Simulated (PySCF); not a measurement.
First SCF of a structure search on singlet H2O, at a hand-made linear geometry. PySCF input:

```python
from pyscf import gto, scf, dft
mol = gto.M(atom='''
O      0.000000     0.000000     0.000000
H      0.000000     0.000000     0.950000
H      0.000000     0.000000    -0.950000''',
    basis={'O': 'def2-TZVP', 'H': 'def2-TZVP'},
    charge=0, spin=0)
mf = dft.RKS(mol, xc='PBE')
mf.grids.atom_grid = (50, 194)
aux = {'O': 'def2-universal-JKFIT', 'H': 'def2-universal-JKFIT'}
mf = mf.density_fit(auxbasis=aux)
mf.conv_tol = 1e-08
mf.diis_space = 10
mf.max_cycle = 60
mf.init_guess = 'minao'
mf.verbose = 4
mf.kernel()
```

Excerpt of the output (cycles and frontier levels):

```
init E= -76.3325385626578
  HOMO = -0.404256175197152  LUMO = -0.0392228192006101  gap/eV = 9.93306
cycle= 1 E= -76.2052690022268  delta_E= 0.127  |g|= 0.855  |ddm|= 0.94
  HOMO = -0.0463320227987832  LUMO = 0.0371502411127409  gap/eV = 2.27167
cycle= 2 E= -75.8557538582465  delta_E= 0.35  |g|= 1.62  |ddm|= 1.15
  HOMO = -0.255634717789324  LUMO = -0.0139472288062663  gap/eV = 6.57665
cycle= 3 E= -76.3291301992883  delta_E= -0.473  |g|= 0.0389  |ddm|= 0.803
  HOMO = -0.243401435920283  LUMO = -0.00909798341971424  gap/eV = 6.37572
cycle= 4 E= -76.3294525877199  delta_E= -0.000322  |g|= 0.00349  |ddm|= 0.0268
  HOMO = -0.244023768563328  LUMO = -0.00963965604744743  gap/eV = 6.37792
cycle= 5 E= -76.3294546999381  delta_E= -2.11e-06  |g|= 0.000403  |ddm|= 0.0016
  HOMO = -0.244119796777092  LUMO = -0.00967457125966575  gap/eV = 6.37958
cycle= 6 E= -76.3294547291524  delta_E= -2.92e-08  |g|= 1.38e-05  |ddm|= 0.000219
  HOMO = -0.244116327373224  LUMO = -0.00967397867552933  gap/eV = 6.37950
cycle= 7 E= -76.3294547291874  delta_E= -3.49e-11  |g|= 5.55e-07  |ddm|= 7.71e-06
  HOMO = -0.244116542420721  LUMO = -0.00967401441823057  gap/eV = 6.37951
Extra cycle  E= -76.3294547291872  delta_E= 2.13e-13  |g|= 1.04e-06  |ddm|= 7.34e-07
converged SCF energy = -76.3294547291872
```

No lower solution of this spin was found from smeared starts or by a stability analysis within the restricted form, which does not test spin polarisation.

The search for the lowest solution, 3 starts and the stability check together, took 1.7 s on 2 threads of a shared Arm Neoverse V1 host, with 43 basis functions; the process peaked at 0.24 GiB.
